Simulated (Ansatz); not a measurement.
A made-up structure of CH2NSi (charge +1), singlet:

```xyz
5
angstrom
C 0.0329 -0.2143 0.1233
N -0.7600 -1.0372 0.1876
Si 1.5509 1.0645 0.1504
H -1.4710 -1.7519 0.2337
H 0.1429 -0.8478 -0.7195
```

It is relaxed with PBE-D4/def2-SVP and then PBE0-D4/def2-TZVP (Ansatz 0.2.0). Atoms count as bonded within 1.22 times the sum of their covalent radii (H–H: 0.88 Å). The end point is not checked to be a true minimum.

Task: Does its bonding change? (A judgement: the text doesn't fix the answer.)

Result: By the calculation: Yes. Formed: Si3–H5; broken: C1–H5.

Where it ends: The first stage lowers the energy by 4.09 eV in 14 steps. It ends as CH₂NSi ([NH][C][SiH]), total charge +1:
```
5
angstrom
C -0.2316 -0.5321 0.2069
N -1.1275 -1.1912 0.4772
Si 1.2818 0.7268 -0.0492
H -1.9150 -1.7821 0.6987
H 1.4879 -0.0081 -1.3582
```

Labels in which every atom is bracketed show which atoms are joined, not bond orders.

For scale, one of the runs: PBE0-D4/def2-TZVP relaxation, 111 basis functions, launched by `ansatz run in.yaml --threads 2 --pin off --events-out ev --progress --plain --max-ram 4352MiB`. Hardware: 2 CPU threads of an Arm Neoverse V2, shared host. Wall time about 9.5 s.
